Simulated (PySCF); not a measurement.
## NaP⁺: input and log

State: ⁴Σ⁻ (quartet), unpaired electrons σ ↑, π ↑↑.

An equivalent input (the run itself took its basis sets from the Basis Set Exchange, started from a PBE0 density and held the occupation σ 8α 7β, πx 3α 2β, πy 3α 2β):

```python
from pyscf import gto, scf, cc
mol = gto.M(atom='Na 0 0 0; P 0 0 3.133', basis={'Na': 'def2-SVP', 'P': 'def2-SVP'},
            charge=1, spin=3, verbose=4, symmetry='C2v')
mf = scf.UHF(mol)
mf.irrep_nelec = {'A1': (8, 7), 'B1': (3, 2), 'B2': (3, 2)}
mf.conv_tol = 1e-9
mf.max_cycle = 60
mf.diis_space = 10
mf.kernel()
mycc = cc.CCSD(mf, frozen=[[0, 1, 2, 3, 4, 5], [0, 1, 2, 3, 4, 5]])
mycc.run(conv_tol=1e-7, conv_tol_normt=1e-5, max_cycle=80, diis_space=8)
et = mycc.ccsd_t()
```

The SCF ended at -502.21850921 hartree. The coupled-cluster part of the log:

```
******** <class 'pyscf.cc.uccsd.UCCSD'> ********
CC2 = 0
CCSD nocc = (8, 5), nmo = (27, 27)
frozen orbitals [[0, 1, 2, 3, 4, 5], [0, 1, 2, 3, 4, 5]]
max_cycle = 80
direct = 0
conv_tol = 1e-07
conv_tol_normt = 1e-05
diis_space = 8
diis_start_cycle = 0
diis_start_energy_diff = 1e+09
Init t2, MP2 energy = -0.0629216989326527
Init E_corr(UCCSD) = -0.0629216989330412
cycle = 1  E_corr(UCCSD) = -0.0760768352879748  dE = -0.0131551364  norm(t1,t2) = 0.0425568
cycle = 2  E_corr(UCCSD) = -0.0789969637636881  dE = -0.00292012848  norm(t1,t2) = 0.0131261
cycle = 3  E_corr(UCCSD) = -0.0801632060991324  dE = -0.00116624234  norm(t1,t2) = 0.00553174
cycle = 4  E_corr(UCCSD) = -0.0801310086515574  dE = 3.21974476e-05  norm(t1,t2) = 0.00177731
cycle = 5  E_corr(UCCSD) = -0.0801350643941525  dE = -4.0557426e-06  norm(t1,t2) = 0.000411271
cycle = 6  E_corr(UCCSD) = -0.0801372032249427  dE = -2.13883079e-06  norm(t1,t2) = 0.000101979
cycle = 7  E_corr(UCCSD) = -0.0801364732933555  dE = 7.29931587e-07  norm(t1,t2) = 2.9523e-05
cycle = 8  E_corr(UCCSD) = -0.0801365575331385  dE = -8.42397831e-08  norm(t1,t2) = 8.379e-06
UCCSD converged
E(UCCSD) = -502.2986457712215  E_corr = -0.08013655753313853
UCCSD(T) correction = -0.00119396372115189
```

T1 diagnostic 0.005, D1 0.023, 13 electrons correlated.

Repeating this along the bond gives Re = 3.158 Å and ωe = 121 cm⁻¹.

A point of this curve took 0.67 CPU seconds beside 0.026 for the integrals (shared host).

Correlated steps freeze 6 core orbitals. The state is the lowest determinant that a PBE0 search found; another state may lie lower at other levels.
